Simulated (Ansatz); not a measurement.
# SiGeHS, quartet in cc-pVDZ: errors against UCCSDT(Q)

Geometry: that of the SiGeHS, doublet, kept fixed. The doublet lies 2.7 eV lower here.

```xyz
4

Ge    0.0000   -0.0178    0.9195
S     0.0000    0.9961   -1.1909
Si    0.0000   -1.1353   -1.0840
H     0.0000    1.2288    1.8240
```

Basis cc-pVDZ; Ansatz 0.2.0. Correlated methods freeze the noble-gas cores and the filled d shells of p-block atoms, which leaves 15 electrons in 44 orbitals. R marks a restricted (for open shells ROHF) determinant, U an unrestricted one. No spin–orbit coupling is included, and no scalar relativity.

Full CI isn't at hand for all of this; UCCSDT(Q) serves as the reference, and is uncertain by about the last step of the cluster series.

The UHF ⟨S²⟩ is 3.849. The T1 diagnostic (RCCSD) is 0.0505. The largest doubles amplitude (RCCSD) is 0.048. The T1 diagnostic (UCCSD) is 0.0330.

Question: From what is known of these methods and the diagnostics, rank them by the size of their error in total energy against UCCSDT(Q) in cc-pVDZ, smallest first (an estimate: the text doesn't fix the numbers).
A. UHF
B. UCCSDT
C. UCCSD(T)
D. UMP2
E. UCCSD

Answer: B (3.5 kJ/mol), C (7.9 kJ/mol), E (44.9 kJ/mol), D (142.3 kJ/mol), A (832.4 kJ/mol).

All errors are against UCCSDT(Q) in cc-pVDZ. T1 is large (0.051) while the doubles stay small, which points to orbital relaxation. Within each family the higher level lies nearer, as is usual though not guaranteed.
